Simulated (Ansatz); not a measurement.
Reaction (hydrogenolysis of a Li–S bond): `[Li][SH]` + H₂ → `[LiH]` + H₂S

Gas-phase electronic energies from Ansatz, PBE0-D4/def2-TZVP geometries. CBS: MP2 limit from def2 TZ/QZ plus the TZ coupled-cluster correction, frozen cores. This one scheme is used for every species. For Li outer-core shells are correlated without core-valence functions, which leaves a few kJ/mol of doubt a bond.

```
             level  ΔE (eV)
    MP2/def2-TZVPP     1.63
CCSD(T)/def2-QZVPP     1.59
```

Question: What does CCSD(T)/CBS give? (Best estimate.)

Answer: The calculation gave: +1.61 eV. The listed levels differ from it by 0.02, -0.02 eV.

Question: What do rigid-rotor, harmonic-oscillator terms from PBE0-D4/def2-TZVP frequencies (298.15 K, 1 bar) make of the CCSD(T)/CBS value? (Estimate.)

Answer: Ansatz gave: ΔZPE = 0.00 eV, ΔH = +1.60 eV, ΔS = 7 J/(mol·K), ΔG = +1.57 eV.

Largest T1 diagnostic among the species: 0.009.

In def2-TZVPP, CCSD(T) changes the Hartree–Fock value by +0.08 eV (the triples alone add +0.03 eV) and MP2 by +0.20 eV. At CCSD(T), def2-SVP lies −0.26 eV from the extrapolated value and def2-TZVPP −0.10 eV. Leaving LDA and LC-ωPBE aside and taking each functional with its dispersion term where it has one, the values, not all of them listed here, spread over 0.30 eV, from B97M-V to r2SCAN-D4. LDA lies −0.06 eV from PBE without D4.
